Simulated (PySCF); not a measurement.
C3H6 (triplet state).
Numbering: `[CH3:1][C:2][CH3:3]` (hydrogens: H4, H5, H6 on C1; H7, H8, H9 on C3)

Level of theory: UKS B3LYP, pcH-1 on C H, non-relativistic, mean-field spin-orbit, GIAO (PySCF). Geometry: GFN2-xTB; no solvent, vibrations or thermal averaging. This triplet need not be the ground state; the singlet was not compared here. The geometry wasn't refined by DFT: couplings that depend on bond lengths, twists or pyramidal angles can differ widely from those at the functional's own minimum. No stability test was run, so a lower SCF solution isn't excluded.

Principal values of hyperfine tensors in MHz (contact and dipolar terms together), for some of the nuclei:

```json
{"atom": "C2", "isotope": "13C", "A1": "157.37", "A2": "262.54", "A3": "283.49", "alike by the symmetry of this geometry": "none"}
{"atom": "H9", "isotope": "1H", "A1": "72.73", "A2": "74.48", "A3": "86.49", "alike by the symmetry of this geometry": "H4, H6, H7"}
{"atom": "C1", "isotope": "13C", "A1": "-4.01", "A2": "-3.19", "A3": "6.70", "alike by the symmetry of this geometry": "C3"}
```

(1) Split each tensor into its isotropic and traceless parts, and turn a_iso into mT with g = 2.0024.

(2) What spin density at the nucleus of H9 lies behind its contact coupling (g_N = 5.58569)?

(3) H8 (1H, g_N = 5.58569) isn't in the table. Its spin density at the nucleus is 0.01938 bohr⁻³. What is its contact coupling?

(4) Which nucleus of the table has the largest anisotropic coupling, and what is its form?

Results:

(1) a_iso = (A1 + A2 + A3)/3, Ti = Ai − a_iso; 1 mT corresponds to 28.026 MHz.

| atom | a_iso (MHz) | a_iso (mT) | T1 | T2 | T3 |
| --- | --- | --- | --- | --- | --- |
| C2 | 234.47 | 8.366 | -77.10 | 28.07 | 49.02 |
| H9 | 77.90 | 2.780 | -5.17 | -3.42 | 8.59 |
| C1 | -0.17 | -0.006 | -3.84 | -3.02 | 6.87 |

(2) a_FC = 800.24 MHz bohr³ × g_N × ρ(0)/(2S). With a_FC = 77.90 MHz and 2S = 2, ρ(0) = 0.03486 bohr⁻³. In magnitude that is 11.0 % of the 1/π = 0.318 of a free hydrogen atom.

(3) By the same relation, a_FC = 43.3 MHz. Its full tensor has the principal values 37.58, 37.61, 54.75 MHz.

(4) C2: -77.1, 28.1, 49.0 MHz, rhombic: the two smaller values differ by 27 % of the largest.

On an Arm Neoverse V1 with one thread, no GPU, on a shared host, this took 9.5 s of wall time (with the writing of density and orbital grids) and 0.45 GiB of memory at its peak.
